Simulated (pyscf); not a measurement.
PySCF, gas phase, ωB97X-D3(BJ)/def2-SVP geometries. MP2 and CC: frozen core, UHF for open shells. ΔMP2 is the change of the MP2 total energy from the triple- to the quadruple-zeta basis.

**Question.** What is the homolytic dissociation enthalpy (298 K, CCSD(T)/def2-TZVPP + ΔMP2(QZVPP)) of the F–Ga bond of HO–GaH–F (SMILES [OH][GaH][F]), to [HO–GaH]• + F•?

**Answer.** F–Ga to [HO–GaH]• + F•: 557.5 kJ/mol. The radicals are drawn with the spin at the cut bond; how far it spreads was not checked. Other isomers of [HO–GaH]• were not searched in full and may lie lower. The CCSD(T) − MP2 part came from Ansatz, without density fitting, on the same reference. The frozen core leaves the outer d or s,p core shells of the metals and heavy elements correlated in the MP2 and CC values, and def2-TZVPP describes them poorly, which can shift differences by a few kcal/mol. Left out: the spin-orbit lowering of F. Elements up to Kr have no core potential and no relativistic terms here.
